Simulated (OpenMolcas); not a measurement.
**A workflow on SF (Monosulfur monofluoride)**

Wanted: a series of 9 runs (ROHF/cc-pVDZ, CASSCF(13,8)/cc-pVDZ, DMRG(13,8)/cc-pVDZ) of SF (Monosulfur monofluoride). The setting varied is the bond dimension. 

The calculation is run with OpenMolcas 26.06.

**1. Starting point**

SF has 2 atoms, charge 0, and is taken as a doublet. As SMILES, `F[S]`. The coordinates come from a GFN2-xTB relaxation.

Bond lengths: F1–S2 1.627 Å.

**2. The energy at ROHF/cc-pVDZ (RICD fitting) (run 1)**

mol.xyz

```xyz
2

F      0.000000     0.000000     0.000000
S      0.000000     0.000000     1.626530
```

step1.inp

```
&GATEWAY
  Coord = mol.xyz
  Basis = cc-pVDZ
  Group = NoSym
  RICD

&SEWARD

&SCF
  UHF
  Spin = 2
  PrOrbitals = 0

&RASSCF
  FileOrb = $Project.UnaOrb
  Spin = 2
  Nactel = 1 0 0
  Inactive = 12
  Ras2 = 1
  OutOrbitals = Canonical
  OrbListing = Nothing
```

On the command line:

```bash
export MOLCAS_MEM=1860
pymolcas step1.inp > step1.log
```

What it wrote:

```text
--- Start Module: gateway ---
[...]
--- Stop Module: gateway /rc=_RC_ALL_IS_WELL_ ---
[...]
      Basis functions           32
[...]
--- Start Module: scf ---
[...]
       Convergence after  13 Iterations
[...]
::    Total SCF energy                               -496.9075913773
[...]
      Total spin, S                                     0.5052498705
[...]
--- Stop Module: scf /rc=_RC_ALL_IS_WELL_ ---
[...]
--- Start Module: rasscf ---
[...]
      Number of active orbitals                  1
[...]
      Spin quantum number                      0.5
[...]
      Active orbitals                            1
[...]
      Number of CSFs                             1
[...]
      Number of root(s) required                 1
[...]
      Convergence after  7 iterations
[...]
      printout of CI-coefficients larger than  0.05 for root  1
      energy=    -496.903006
      conf/sym  1     Coeff  Weight
             1  u   1.00000 1.00000
      Natural orbitals and occupation numbers for root  1
      sym 1:   1.000000
      ************************************************************************************************************************
      *                                                    Final results                                                     *
[...]
::    RASSCF root number  1 Total energy:   -496.90300578
[...]
      Total electronic charge=   25.000000
      Total            charge=   -0.000000
[...]
      Dipole Moment (debye):
      Origin of the operator (angstrom)=    0.0000    0.0000    1.0203
                   X=  9.3216E-12               Y= -8.1230E-12               Z=  1.6309E+00           Total=  1.6309E+00
      Quadrupole Moment (debye*angstrom):
[...]
--- Stop Module: rasscf /rc=_RC_ALL_IS_WELL_ ---
[...]
```

It took 4.2 s on 1 thread of AMD EPYC 7R43 (Zen 3), shared host; peak memory 0.079 GiB.

**3. A single-point energy at CASSCF(13,8)/cc-pVDZ (RICD fitting) (run 2)**

mol.xyz is that of step 2.

step2.inp

```
&GATEWAY
Coord
mol.xyz
Basis
cc-pVDZ
Group
NoSym
RICD
&SEWARD
&RASSCF
FileOrb
$CurrDir/step1.RasOrb
Spin
2
Nactel
13 0 0
Inactive
6
Ras2
8
OrbListing
Nothing
OrbAppear
Compact
```

On the command line:

```bash
export MOLCAS_MEM=1860
pymolcas step2.inp > step2.log
```

What it wrote:

```text
--- Start Module: gateway ---
[...]
--- Stop Module: gateway /rc=_RC_ALL_IS_WELL_ ---
--- Start Module: seward ---
[...]
      Basis functions           32
--- Stop Module: seward /rc=_RC_ALL_IS_WELL_ ---
--- Start Module: rasscf ---
[...]
      Number of active orbitals                  8
[...]
      Spin quantum number                      0.5
[...]
      Active orbitals                            8
[...]
      Number of CSFs                           168
[...]
      Number of root(s) required                 1
[...]
      Convergence after 11 iterations
[...]
      printout of CI-coefficients larger than  0.05 for root  1
      energy=    -496.939130
      conf/sym  11111111     Coeff  Weight
             1  222222u0  -0.98743 0.97501
            17  222202u2  -0.12186 0.01485
            24  222ud22u   0.05218 0.00272
            27  222uu22d   0.06867 0.00472
      Natural orbitals and occupation numbers for root  1
      sym 1:   1.999610   1.998310   1.999742   1.991375   1.961383   1.999544   1.008276   0.041760
      ************************************************************************************************************************
      *                                                    Final results                                                     *
[...]
::    RASSCF root number  1 Total energy:   -496.93912973
[...]
      Total electronic charge=   25.000000
      Total            charge=   -0.000000
[...]
      Dipole Moment (debye):
      Origin of the operator (angstrom)=    0.0000    0.0000    1.0203
                   X=  1.1025E-12               Y= -4.2278E-13               Z=  1.1368E+00           Total=  1.1368E+00
      Quadrupole Moment (debye*angstrom):
[...]
--- Stop Module: rasscf /rc=_RC_ALL_IS_WELL_ ---
[...]
```

Run time: 3.3 s. Hardware: 1 thread of AMD EPYC 7R43 (Zen 3), shared host; peak memory 0.081 GiB.

Runs 3 to 8 aren't shown in full; the table further down has their settings and results.

**4. The energy at DMRG(13,8)/cc-pVDZ (RICD fitting, bond dimension 128) (run 9)**

mol.xyz is that of step 3.

step9.inp

```
* FS DMRG-SCF
>>> EXPORT MOLCAS_PRINT=2
&GATEWAY
Coord
mol.xyz
Basis
cc-pVDZ
Group
NoSym
RICD
&SEWARD
&RASSCF
FileOrb
$CurrDir/step2.RasOrb
Spin
2
Nactel
13 0 0
Inactive
6
Ras2
8
OrbListing
Nothing
OrbAppear
Compact
DMRG
RGInput
nsweeps = 6
max_bond_dimension = 128
EndRG
```

On the command line:

```bash
export MOLCAS_MEM=1860
pymolcas step9.inp > step9.log
```

What it wrote:

```text
--- Start Module: gateway ---
[...]
--- Stop Module: gateway /rc=_RC_ALL_IS_WELL_ ---
--- Start Module: seward ---
[...]
      Basis functions           32
--- Stop Module: seward /rc=_RC_ALL_IS_WELL_ ---
--- Start Module: rasscf ---
[...]
      Number of active orbitals                  8
[...]
      Spin quantum number                      0.5
[...]
      Active orbitals                            8
[...]
      Jacobi-Davidson threshold                   0.100E-10
[...]
      Number of root(s) required                 1
[...]
      Convergence after  4 iterations
[...]
      Natural orbitals and occupation numbers for root  1
      sym 1:   1.999610   1.998310   1.999742   1.991375   1.961383   1.999544   1.008276   0.041760
      ************************************************************************************************************************
      *                                                    Final results                                                     *
[...]
::    RASSCF root number  1 Total energy:   -496.93912973
[...]
      Total electronic charge=   25.000000
      Total            charge=   -0.000000
[...]
      Dipole Moment (debye):
      Origin of the operator (angstrom)=    0.0000    0.0000    1.0203
                   X=  2.5101E-09               Y=  1.0933E-09               Z=  1.1368E+00           Total=  1.1368E+00
      Quadrupole Moment (debye*angstrom):
[...]
--- Stop Module: rasscf /rc=_RC_ALL_IS_WELL_ ---
[...]
```

Wall time 11 s (1 thread of AMD EPYC 7R43 (Zen 3), shared host); peak memory 0.081 GiB.

**5. All runs side by side**

```csv
run,level,bond dimension,active rule,energy (Eh),dipole moment (D) of the reference,wall time
1,ROHF/cc-pVDZ (RICD fitting),–,–,-496.903006,1.63,4.2 s
2,"CASSCF(13,8)/cc-pVDZ (RICD fitting)",–,full valence,-496.939130,1.14,3.3 s
3,"DMRG(13,8)/cc-pVDZ (RICD fitting, bond dimension 2)",2,full valence,-496.931147,1.38,13 s
4,"DMRG(13,8)/cc-pVDZ (RICD fitting, bond dimension 4)",4,full valence,-496.935946,1.24,18 s
5,"DMRG(13,8)/cc-pVDZ (RICD fitting, bond dimension 8)",8,full valence,-496.939115,1.14,13 s
6,"DMRG(13,8)/cc-pVDZ (RICD fitting, bond dimension 16)",16,full valence,-496.939130,1.14,12 s
7,"DMRG(13,8)/cc-pVDZ (RICD fitting, bond dimension 32)",32,full valence,-496.939130,1.14,12 s
8,"DMRG(13,8)/cc-pVDZ (RICD fitting, bond dimension 64)",64,full valence,-496.939130,1.14,13 s
9,"DMRG(13,8)/cc-pVDZ (RICD fitting, bond dimension 128)",128,full valence,-496.939130,1.14,11 s
```

Convergence of the total energy of doublet SF with the bond dimension, against the last point:

```csv
bond dimension,from the last (mEh),wall time
2,+7.983,13 s
4,+3.184,18 s
8,+0.015,13 s
16,+0.000,12 s
32,+0.000,12 s
64,+0.000,13 s
128,+0.000,11 s
```

Convergence of the dipole moment (CASSCF density) of doublet SF with the bond dimension, against the last point:

```csv
bond dimension,from the last (D),wall time
2,+0.2425,13 s
4,+0.0985,18 s
8,+0.0010,13 s
16,+0.0000,12 s
32,+0.0000,12 s
64,+0.0000,13 s
128,+0.0000,11 s
```

**6. Summary of results**

| quantity | value |
| --- | --- |
| run 9, DMRG(13,8)/cc-pVDZ: total energy | -496.93913 Eh |
| run 9, DMRG(13,8)/cc-pVDZ: dipole moment (CASSCF density) | 1.14 D |

For the total energy of doublet SF to stay within 5 mEh of the last point, 4 is the first point of the series from which all later ones do (18 s against 11 s). For the total energy of doublet SF to stay within 1 mEh of the last point, 8 is the first point of the series from which all later ones do (13 s against 11 s). For the dipole moment (CASSCF density) of doublet SF to stay within 0.05 D of the last point, 8 is the first point of the series from which all later ones do (13 s against 11 s). For the dipole moment (CASSCF density) of doublet SF to stay within 0.01 D of the last point, 8 is the first point of the series from which all later ones do (13 s against 11 s). Below the ROHF energy at the same shape and in the same basis (cc-pVDZ): CASSCF(13,8) -36.1 mEh; DMRG(13,8) -36.1 mEh. Active-space methods hold only the correlation inside their space unless a perturbation or CI step follows. All runs together took 1.7 min, the longest 18 s.
